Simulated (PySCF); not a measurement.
A mixed set of molecules.

All values: CAM-B3LYP/def2-SVPD (PySCF) at GFN2-xTB geometries, gas phase, one conformer each. Core orbitals are frozen in the response; Δα² is half the sum of the squared differences of the principal polarisabilities. Dipoles and anisotropies that the point group forbids are given as zero.

Question: Rank by polarisability anisotropy Δα, lowest first.
A. `S=CC#CC`
B. thiophene (`C1=CSC=C1`)
C. `N=C=O`
D. `c1cc2[nH]ccc2[nH]1`
E. `[N:1]#[C:2][CH:3]([C:4]#[N:5])[CH:6]1[CH2:7][CH2:8]1` with C2–C3–C6–C7 -85°

Answer: C (2.69 Å³), E (3.50 Å³), B (4.36 Å³), D (7.91 Å³), A (10.87 Å³).

Question: Rank by HOMO energy, lowest first.
A. `CC#CC=S`
B. `c1ccsc1`
C. `c1cc2[nH]ccc2[nH]1`
D. `N#CC(C#N)C1CC1`
E. `N=C=O`

Answer: D (-10.86 eV), E (-10.34 eV), B (-8.22 eV), A (-7.90 eV), C (-6.41 eV).

Question: Rank by dipole moment, highest first.
A. `N=C=O`
B. `c1ccsc1` (thiophene)
C. `[N:1]#[C:2][CH:3]([C:4]#[N:5])[CH:6]1[CH2:7][CH2:8]1` with C2–C3–C6–C7 -85°
D. `C1=CC2=C(C=CN2)N1`
E. `CC#CC=S`

Answer: C (4.87 D), E (3.57 D), A (2.45 D), B (0.56 D), D (0.00 D).

All values together:

```csv
SMILES,formula,μ (D),HOMO (eV),LUMO (eV),α (Å³),Δα (Å³),electrons,α per electron (Å³)
CC#CC=S,C4H4S,3.57,-7.90,-1.74,11.29,10.87,44,0.257
N#CC(C#N)C1CC1,C6H6N2,4.87,-10.86,0.65,10.69,3.50,56,0.191
N=C=O,CHNO,2.45,-10.34,0.95,3.24,2.69,22,0.147
c1ccsc1,C4H4S,0.56,-8.22,0.65,9.04,4.36,44,0.205
c1cc2[nH]ccc2[nH]1,C6H6N2,0.00,-6.41,1.62,11.96,7.91,56,0.214
```

Conformers: `[N:1]#[C:2][CH:3]([C:4]#[N:5])[CH:6]1[CH2:7][CH2:8]1` with C2–C3–C6–C7 -85°.
